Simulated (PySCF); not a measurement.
J couplings in C$_{5}$H$_{6}$O

Geometry (Å), atoms numbered from 1 in this order:
```xyz
12

C    -2.387    0.521    0.200
C    -1.246    0.162    0.777
C     0.016    0.068   -0.002
O     0.057    0.310   -1.190
C     1.223   -0.342    0.761
C     2.405   -0.461    0.168
H    -3.314    0.594    0.755
H    -2.403    0.748   -0.861
H    -1.204   -0.073    1.836
H     1.106   -0.541    1.822
H     3.292   -0.760    0.712
H     2.496   -0.256   -0.894
```

Method: B97-2/pcJ-2 (without the spin–dipole term)//PBE0-D3(BJ)/def2-TZVP, PySCF; isolated molecule, single conformer, non-relativistic. Couplings are averaged over pairs made equivalent by symmetry, fast rotation or ring inversion, so a value needn't be that of the named pair in this geometry, while other rotamers aren't included; one pair stands for each set, and the list holds those of at least 0.8 Hz over up to four bonds, among pairs with at least one C or H atom (others weren't computed).

Isotopes: ¹³C, ¹H, ¹⁷O. Couplings to quadrupolar nuclei such as 17O and 33S are rarely resolved in practice.

| pair | bonds | J (Hz) |
| --- | --- | --- |
| C1, C2 | 1 | 67.6 |
| C1, H7 | 1 | ? |
| C1, H8 | 1 | 154.6 |
| C2, C3 | 1 | 52.4 |
| C2, H9 | 1 | 148.0 |
| C3, O4 | 1 | 32.7 |
| C2, O4 | 2 | ? |
| C2, C5 | 2 | 19.9 |
| C2, H8 | 2 | ? |
| C3, H9 | 2 | 6.2 |
| H7, H8 | 2 | 1.8 |
| C1, O4 | 3 | -3.3 |
| C1, C5 | 3 | 2.4 |
| C3, H7 | 3 | ? |
| C3, H8 | 3 | ? |
| O4, H9 | 3 | -1.6 |
| H7, H9 | 3 | 10.4 |
| H8, H9 | 3 | ? |
| C1, C6 | 4 | 0.9 |

**Question.** Estimate the withheld couplings, with signs.

**Answer.** 
- ¹J(C1,H7) = 152.5 Hz (bond length 1.083 Å, sp2 carbon)
- ²J(C2,O4) = -2.2 Hz (angle at C3 122°)
- ²J(C2,H8) = -4.1 Hz (angle at C1 120°)
- ³J(C3,H7) = 11.4 Hz (dihedral angle 180°)
- ³J(C3,H8) = 7.2 Hz (dihedral angle 0°)
- ³J(H8,H9) = 16.3 Hz (dihedral angle 180°)
